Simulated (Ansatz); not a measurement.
# Al (fcc): energy against volume

Method: DFT, PBEsol, plane waves (420 eV) with PAW, scalar-relativistic (Ansatz). The PAW files were generated under PBE, with cores re-solved for the functional.

The cell is scaled uniformly from the relaxed one, with fractional coordinates and shape fixed. Energies are extrapolated to zero smearing, pressures are those at the given smearing. Magnetic state: spin not included.

A Birch-Murnaghan fit gives V₀ = 16.18 Å³/atom, B₀ = 82 GPa, B₀′ = 4.4.

Q: What are the energy above the minimum and the pressure at 15.530 Å³/atom?

A: 7.2 meV/atom and 3.74 GPa as computed.

Q: What are the energy above the minimum and the pressure at 17.471 Å³/atom?

A: 22.9 meV/atom and -5.28 GPa as computed.

Q: What are the energy above the minimum and the pressure at 18.119 Å³/atom?

A: 48.4 meV/atom and -7.16 GPa as computed.
